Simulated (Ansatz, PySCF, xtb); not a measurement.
Homolysis of single bonds, series Al CH3-I. All species are isolated molecules in the gas phase. Strings in code marks are SMILES.

Quantity: homolytic bond dissociation enthalpy at 298 K (no spin–orbit term), in kcal/mol. Enthalpy corrections at 298 K come from GFN2-xTB frequencies (xtb).

Level 1: ωB97X-D3(BJ)/def2-TZVP // B3LYP-D3(BJ)/def2-TZVP (PySCF)
Level 2: BP86/6-31G* (LANL2DZ on I) // B3LYP-D3(BJ)/def2-TZVP (PySCF)
Level 3: PBE/6-31G* (LANL2DZ on I) // B3LYP-D3(BJ)/def2-TZVP (PySCF)
Level 4: HF/def2-TZVPP // B3LYP-D3(BJ)/def2-TZVP (Ansatz, a quantum-chemistry and plane-wave program)

| species | level 1 | level 2 | level 3 | level 4 |
|---|---|---|---|---|
| Al–I bond of `[CH3][Al]([CH3])[I]`, giving `[CH3][Al][CH3]` and `[I]` | ___ | ___ | ___ | 70.2 |
| Al–I bond of `[CH3][Al]([I])[I]`, giving `[CH3][Al][I]` and `[I]` | 92.6 | 80.6 | 82.5 | 64.5 |
| C–Al bond of `[CH3][Al]([CH3])[I]`, giving `[CH3]` and `[CH3][Al][I]` | 83.0 | 76.3 | 77.8 | 54.9 |

Question: Fill in the missing entries.

Answer: 
- Al–I bond of `[CH3][Al]([CH3])[I]`, giving `[CH3][Al][CH3]` and `[I]`, level 1: 98.4
- Al–I bond of `[CH3][Al]([CH3])[I]`, giving `[CH3][Al][CH3]` and `[I]`, level 2: 87.6
- Al–I bond of `[CH3][Al]([CH3])[I]`, giving `[CH3][Al][CH3]` and `[I]`, level 3: 89.2
